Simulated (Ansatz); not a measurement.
Telling isomers of CH4B apart by their spectra

These gas-phase data were calculated for one isomer of CH4B at PBE-D3(BJ)/def2-SVP (harmonic, unscaled wavenumbers; equilibrium rotational constants with average atomic masses):

* rotational constants: 127.3, 23.51, 22.62 GHz
* all wavenumbers above 1500 cm⁻¹: 3057, 2995, 2916, 2556
* dipole moment: 1.20 D (PBE0/def2-TZVPD)

Candidates:

(1) `[BH]C`, a doublet
(2) `B[CH2]`, a doublet

**Question.** Which candidate do the data belong to?

**Answer.** Candidate (1). 1 mode lies between 2350 and 2900 cm⁻¹, one for each B–H bond, while (2) has 2.

The same quantities for all candidates:

```
     rotational constants (GHz)  wavenumbers above 1500 cm⁻¹  dipole (D)  E above the lowest, PBE-D3(BJ)/def2-SVP (kcal/mol)
(1)         127.3, 23.51, 22.62       3057, 2995, 2916, 2556        1.20                                                 6.6
(2)           128, 24.03, 20.52       3138, 3049, 2574, 2493        1.16                                                 0.0
```

Each candidate is one conformer. Open shells are spin-unrestricted. Programs: Ansatz 0.2.0.
